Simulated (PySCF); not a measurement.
## Quadrupole coupling of HCN: levels of theory against gas-phase measurements

Values to reproduce (atoms as numbered below): 14N at N2: χzz = -4.7078 MHz [1].
[1] measured, gas; W. C. Bailey, Calculation of NQCC in Gaseous State Molecules (compilation of microwave values)

HCN.
Bonds: C1–N2 (triple). Hydrogens: H3 on C1.

The species is `C#N` (HCN).

Problem. What do the calculations give?

Solution. PySCF, non-relativistic, all at one geometry, with Q(14N) = 0.02044 b:

| level | functions | 14N N2 (MHz) | computed/reference − 1 (%) |
| --- | --- | --- | --- |
| B3LYP/pcJ-2 | 126 | -5.272 | +12.0 |
| B97-2/pcJ-2 | 126 | -4.995 | +6.1 |
| PBE0/pcSseg-2 | 86 | -5.207 | +10.6 |
| PBE0/pcJ-2 | 126 | -5.092 | +8.2 |

Closest here is B97-2/pcJ-2 (6.1 % unsigned error), furthest B3LYP/pcJ-2 (12.0 %); one molecule doesn't rank methods. Computed values are for fixed nuclei, while measured ones can include vibrational averaging. Geometry: PBE0-D3(BJ)/def2-TZVP; no solvent, vibrations or thermal averaging.
